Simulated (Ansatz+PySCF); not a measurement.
doublet H3O3: levels of theory in one basis

```xyz
6

O     0.0092   -0.0714   -1.5128
H     0.0353   -0.9447   -1.8691
H    -0.1747    0.5118   -2.2313
H     0.0075    0.4043    0.3603
O     0.0067    0.6420    1.2843
O    -0.0080   -0.4867    1.9379
```

Basis set: cc-pVTZ (spherical functions). Correlated methods keep 3 orbitals frozen. Correlation on ROHF uses semicanonical orbitals with singles. Charge 0, multiplicity 2.

Computed with Ansatz (development build ahead of 0.2.0) and PySCF 2.14.0; each method stands on the lowest determinant of its kind that the runs found.

| method | E − E(ROHF) (eV) | <S²> of the determinant |
| --- | --- | --- |
| ROHF | 0.00 | 0.75 |
| UHF | -0.19 | 0.76 |
| ROHF-MP2 | -19.39 | – |
| UHF-MP2 | -19.37 | 0.76 |
| ROHF-CCSD | -19.94 | – |
| UHF-CCSD | -19.94 | 0.76 |

(1) What does ROHF-CCSD(T) give on the same scale?

Answers

(1) -20.61 eV.
